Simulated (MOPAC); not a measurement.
A run for MOPAC: PM7 on C10H22 (a complex).

```
PM7 1SCF PRECISE CHARGE=0 THREADS=1
C10H22

C      0.77033139 1    -1.07679545 1    -4.01565432 1
H      0.82397339 1    -1.17679445 1    -5.10140532 1
H      1.46181939 1    -1.79891245 1    -3.58367132 1
C      1.08730439 1     0.37020955 1    -3.60372932 1
H      1.80855939 1     0.83540155 1    -4.27293832 1
H      1.52598739 1     0.38508155 1    -2.60630732 1
C     -0.27414161 1     1.11094655 1    -3.60041432 1
H     -0.28766061 1     1.94611955 1    -4.29806832 1
H     -0.47838661 1     1.52225255 1    -2.61240732 1
C     -1.32829661 1     0.04906855 1    -3.96408232 1
H     -1.50314361 1     0.05049955 1    -5.04139632 1
H     -2.28631661 1     0.22329755 1    -3.47623332 1
C     -0.67646261 1    -1.27481145 1    -3.56708432 1
H     -1.15402161 1    -2.14237045 1    -4.02039832 1
H     -0.71560161 1    -1.40002645 1    -2.48317132 1
C      0.08122939 1     0.15819055 1     3.64404668 1
C     -0.01511561 1     0.00610455 1     5.15968768 1
H      0.97743139 1    -0.00936145 1     5.61204468 1
H     -0.57403961 1     0.83398955 1     5.59812268 1
H     -0.52227961 1    -0.92256145 1     5.42503668 1
C      0.79528239 1     1.46509555 1     3.30842168 1
H      0.87680139 1     1.59859455 1     2.22873968 1
H      0.25180939 1     2.31978455 1     3.71392368 1
H      1.80288639 1     1.47574655 1     3.72665468 1
C     -1.32378261 1     0.17801555 1     3.04672768 1
H     -1.28685161 1     0.29520555 1     1.96287868 1
H     -1.90608261 1     1.00543855 1     3.45507368 1
H     -1.85368561 1    -0.74977145 1     3.26805668 1
C      0.86912839 1    -1.01529445 1     3.06670868 1
H      0.37390839 1    -1.96228445 1     3.28695168 1
H      0.96397139 1    -0.92811145 1     1.98357368 1
H      1.87384639 1    -1.05269845 1     3.49045768 1
```

It printed:

```
*******************************************************************************
 **                                                                           **
 **                              MOPAC v23.2.5                                **
 **                                                                           **
 *******************************************************************************
 ** MOPAC's Digital Object Identifier: https://doi.org/10.5281/zenodo.6511958 **
 **                                                                           **
 ** Please cite the open-source release paper for use of this MOPAC version:  **
 ** J. E. Moussa and J. J. P. Stewart (2026)                                  **
 ** MOPAC: An open-source semiempirical molecular orbital program             **
 ** J. Open Source Softw., 11(119), 8025, https://doi.org/10.21105/joss.08025 **
 *******************************************************************************

                              PM7 CALCULATION RESULTS

 *******************************************************************************
 *  PM7        - The PM7 Hamiltonian to be used
 *
 *
 *
 *                 CHARGE ON SYSTEM = 0
 *
 *
 *
 *  PRECISE    - TIGHTER CRITERIA TO BE USED
 *  1SCF       - DO 1 SCF AND THEN STOP
 *  THREADS=1  - MULTI-THREADING NOT USED
 *  T=         - A TIME OF 172800.0 SECONDS REQUESTED
 *  DUMP=N     - RESTART FILE WRITTEN EVERY 7200.0 SECONDS REQUESTED
 *******************************************************************************
PM7 1SCF PRECISE CHARGE=0 THREADS=1
 C10H22

   ATOM   CHEMICAL          X               Y               Z
  NUMBER   SYMBOL      (ANGSTROMS)     (ANGSTROMS)     (ANGSTROMS)

     1       C          0.77033139  *  -1.07679545  *  -4.01565432  *
     2       H          0.82397339  *  -1.17679445  *  -5.10140532  *
     3       H          1.46181939  *  -1.79891245  *  -3.58367132  *
     4       C          1.08730439  *   0.37020955  *  -3.60372932  *
     5       H          1.80855939  *   0.83540155  *  -4.27293832  *
     6       H          1.52598739  *   0.38508155  *  -2.60630732  *
     7       C         -0.27414161  *   1.11094655  *  -3.60041432  *
     8       H         -0.28766061  *   1.94611955  *  -4.29806832  *
     9       H         -0.47838661  *   1.52225255  *  -2.61240732  *
    10       C         -1.32829661  *   0.04906855  *  -3.96408232  *
    11       H         -1.50314361  *   0.05049955  *  -5.04139632  *
    12       H         -2.28631661  *   0.22329755  *  -3.47623332  *
    13       C         -0.67646261  *  -1.27481145  *  -3.56708432  *
    14       H         -1.15402161  *  -2.14237045  *  -4.02039832  *
    15       H         -0.71560161  *  -1.40002645  *  -2.48317132  *
    16       C          0.08122939  *   0.15819055  *   3.64404668  *
    17       C         -0.01511561  *   0.00610455  *   5.15968768  *
    18       H          0.97743139  *  -0.00936145  *   5.61204468  *
    19       H         -0.57403961  *   0.83398955  *   5.59812268  *
    20       H         -0.52227961  *  -0.92256145  *   5.42503668  *
    21       C          0.79528239  *   1.46509555  *   3.30842168  *
    22       H          0.87680139  *   1.59859455  *   2.22873968  *
    23       H          0.25180939  *   2.31978455  *   3.71392368  *
    24       H          1.80288639  *   1.47574655  *   3.72665468  *
    25       C         -1.32378261  *   0.17801555  *   3.04672768  *
    26       H         -1.28685161  *   0.29520555  *   1.96287868  *
    27       H         -1.90608261  *   1.00543855  *   3.45507368  *
    28       H         -1.85368561  *  -0.74977145  *   3.26805668  *
    29       C          0.86912839  *  -1.01529445  *   3.06670868  *
    30       H          0.37390839  *  -1.96228445  *   3.28695168  *
    31       H          0.96397139  *  -0.92811145  *   1.98357368  *
    32       H          1.87384639  *  -1.05269845  *   3.49045768  *



          CARTESIAN COORDINATES

    NO.       ATOM           X           Y           Z

     1         C          0.7703     -1.0768     -4.0157
     2         H          0.8240     -1.1768     -5.1014
     3         H          1.4618     -1.7989     -3.5837
     4         C          1.0873      0.3702     -3.6037
     5         H          1.8086      0.8354     -4.2729
     6         H          1.5260      0.3851     -2.6063
     7         C         -0.2741      1.1109     -3.6004
     8         H         -0.2877      1.9461     -4.2981
     9         H         -0.4784      1.5223     -2.6124
    10         C         -1.3283      0.0491     -3.9641
    11         H         -1.5031      0.0505     -5.0414
    12         H         -2.2863      0.2233     -3.4762
    13         C         -0.6765     -1.2748     -3.5671
    14         H         -1.1540     -2.1424     -4.0204
    15         H         -0.7156     -1.4000     -2.4832
    16         C          0.0812      0.1582      3.6440
    17         C         -0.0151    
[...]
8661  *   1.52225255  *  -2.61240732  *
    10       C         -1.32829661  *   0.04906855  *  -3.96408232  *
    11       H         -1.50314361  *   0.05049955  *  -5.04139632  *
    12       H         -2.28631661  *   0.22329755  *  -3.47623332  *
    13       C         -0.67646261  *  -1.27481145  *  -3.56708432  *
    14       H         -1.15402161  *  -2.14237045  *  -4.02039832  *
    15       H         -0.71560161  *  -1.40002645  *  -2.48317132  *
    16       C          0.08122939  *   0.15819055  *   3.64404668  *
    17       C         -0.01511561  *   0.00610455  *   5.15968768  *
    18       H          0.97743139  *  -0.00936145  *   5.61204468  *
    19       H         -0.57403961  *   0.83398955  *   5.59812268  *
    20       H         -0.52227961  *  -0.92256145  *   5.42503668  *
    21       C          0.79528239  *   1.46509555  *   3.30842168  *
    22       H          0.87680139  *   1.59859455  *   2.22873968  *
    23       H          0.25180939  *   2.31978455  *   3.71392368  *
    24       H          1.80288639  *   1.47574655  *   3.72665468  *
    25       C         -1.32378261  *   0.17801555  *   3.04672768  *
    26       H         -1.28685161  *   0.29520555  *   1.96287868  *
    27       H         -1.90608261  *   1.00543855  *   3.45507368  *
    28       H         -1.85368561  *  -0.74977145  *   3.26805668  *
    29       C          0.86912839  *  -1.01529445  *   3.06670868  *
    30       H          0.37390839  *  -1.96228445  *   3.28695168  *
    31       H          0.96397139  *  -0.92811145  *   1.98357368  *
    32       H          1.87384639  *  -1.05269845  *   3.49045768  *

                             CARTESIAN COORDINATES

   1    C        0.770331390    -1.076795450    -4.015654320
   2    H        0.823973390    -1.176794450    -5.101405320
   3    H        1.461819390    -1.798912450    -3.583671320
   4    C        1.087304390     0.370209550    -3.603729320
   5    H        1.808559390     0.835401550    -4.272938320
   6    H        1.525987390     0.385081550    -2.606307320
   7    C       -0.274141610     1.110946550    -3.600414320
   8    H       -0.287660610     1.946119550    -4.298068320
   9    H       -0.478386610     1.522252550    -2.612407320
  10    C       -1.328296610     0.049068550    -3.964082320
  11    H       -1.503143610     0.050499550    -5.041396320
  12    H       -2.286316610     0.223297550    -3.476233320
  13    C       -0.676462610    -1.274811450    -3.567084320
  14    H       -1.154021610    -2.142370450    -4.020398320
  15    H       -0.715601610    -1.400026450    -2.483171320
  16    C        0.081229390     0.158190550     3.644046680
  17    C       -0.015115610     0.006104550     5.159687680
  18    H        0.977431390    -0.009361450     5.612044680
  19    H       -0.574039610     0.833989550     5.598122680
  20    H       -0.522279610    -0.922561450     5.425036680
  21    C        0.795282390     1.465095550     3.308421680
  22    H        0.876801390     1.598594550     2.228739680
  23    H        0.251809390     2.319784550     3.713923680
  24    H        1.802886390     1.475746550     3.726654680
  25    C       -1.323782610     0.178015550     3.046727680
  26    H       -1.286851610     0.295205550     1.962878680
  27    H       -1.906082610     1.005438550     3.455073680
  28    H       -1.853685610    -0.749771450     3.268056680
  29    C        0.869128390    -1.015294450     3.066708680
  30    H        0.373908390    -1.962284450     3.286951680
  31    H        0.963971390    -0.928111450     1.983573680
  32    H        1.873846390    -1.052698450     3.490457680


           Empirical Formula: C10 H22  =    32 atoms



      MOLECULAR POINT GROUP   :   C1


                  EIGENVALUES
 -30.47150 -29.97670 -24.67619 -24.67165 -23.96641 -23.95882 -23.94602 -19.59061
 -19.13570 -18.15093 -16.72226 -16.37756 -15.37294 -15.36843 -15.35553 -14.23914
 -14.18677 -13.62260 -13.61367 -12.60652 -12.60439 -12.60356 -12.06130 -11.99267
 -11.93448 -11.92879 -11.39470 -11.39177 -11.38663 -11.31796 -11.16219   3.86115
   3.86891   4.22522   4.30157   4.30309   4.30650   5.02329   5.19102   5.24468
   5.55519   5.90432   5.91797   5.97603   5.97632   6.06146   6.06177   6.06528
   6.11668   6.11831   6.11884   6.19640   6.41928   6.58578   6.77926   6.78079
   6.82850   6.84890   7.07080   7.27366   7.27482   7.27559


              NET ATOMIC CHARGES AND DIPOLE CONTRIBUTIONS

  ATOM NO.   TYPE          CHARGE      No. of ELECS.   s-Pop       p-Pop
    1          C          -0.265053        4.2651     1.05737     3.20769
    2          H           0.134070        0.8659     0.86593
    3          H           0.130863        0.8691     0.86914
    4          C          -0.262705        4.2627     1.05966     3.20305
    5          H           0.129209        0.8708     0.87079
    6          H           0.132067        0.8679     0.86793
    7          C          -0.262596        4.2626     1.05993     3.20267
    8          H           0.129148        0.8709     0.87085
    9          H           0.131767        0.8682     0.86823
   10          C          -0.264841        4.2648     1.05767     3.20717
   11          H           0.133501        0.8665     0.86650
   12          H           0.130856        0.8691     0.86914
   13          C          -0.263712        4.2637     1.05600     3.20771
   14          H           0.130180        0.8698     0.86982
   15          H           0.137245        0.8628     0.86275
   16          C           0.141357        3.8586     1.04115     2.81750
   17          C          -0.468577        4.4686     1.05704     3.41153
   18          H           0.144054        0.8559     0.85595
   19          H           0.144049        0.8560     0.85595
   20          H           0.144148        0.8559     0.85585
   21          C          -0.468038        4.4680     1.05701     3.41103
   22          H           0.145133        0.8549     0.85487
   23          H           0.143673        0.8563     0.85633
   24          H           0.143668        0.8563     0.85633
   25          C          -0.467344        4.4673     1.05695     3.41039
   26          H           0.145683        0.8543     0.85432
   27          H           0.143301        0.8567     0.85670
   28          H           0.143653        0.8563     0.85635
   29          C          -0.467384        4.4674     1.05694     3.41044
   30          H           0.143677        0.8563     0.85632
   31          H           0.145628        0.8544     0.85437
   32          H           0.143317        0.8567     0.85668
 DIPOLE           X         Y         Z       TOTAL
 POINT-CHG.     0.003     0.008    -0.003     0.009
 HYBRID         0.011     0.024     0.002     0.026
 SUM            0.014     0.032    -0.001     0.035


          ATOMIC ORBITAL ELECTRON POPULATIONS

     Atom    s        px        py        pz
    1  C   1.05737   1.03428   1.03539   1.13801
    2  H   0.86593
    3  H   0.86914
    4  C   1.05966   1.04216   1.01409   1.14680
    5  H   0.87079
    6  H   0.86793
    7  C   1.05993   0.99868   1.05543   1.14856
    8  H   0.87085
    9  H   0.86823
   10  C   1.05767   1.06292   1.00239   1.14187
   11  H   0.86650
   12  H   0.86914
   13  C   1.05600   1.01680   1.05074   1.14018
   14  H   0.86982
   15  H   0.86275
   16  C   1.04115   0.93929   0.93914   0.93906
   17  C   1.05704   1.17317   1.17256   1.06580
   18  H   0.85595
   19  H   0.85595
   20  H   0.85585
   21  C   1.05701   1.14933   1.09287   1.16883
   22  H   0.85487
   23  H   0.85633
   24  H   0.85633
   25  C   1.05695   1.07980   1.17318   1.15741
   26  H   0.85432
   27  H   0.85670
   28  H   0.85635
   29  C   1.05694   1.14378   1.10813   1.15854
   30  H   0.85632
   31  H   0.85437
   32  H   0.85668

 **********************
 *                    *
 * JOB ENDED NORMALLY *
 *                    *
 **********************




 == MOPAC DONE ==
```

The run finished.

Cost: around 0.05 core-seconds (rough).
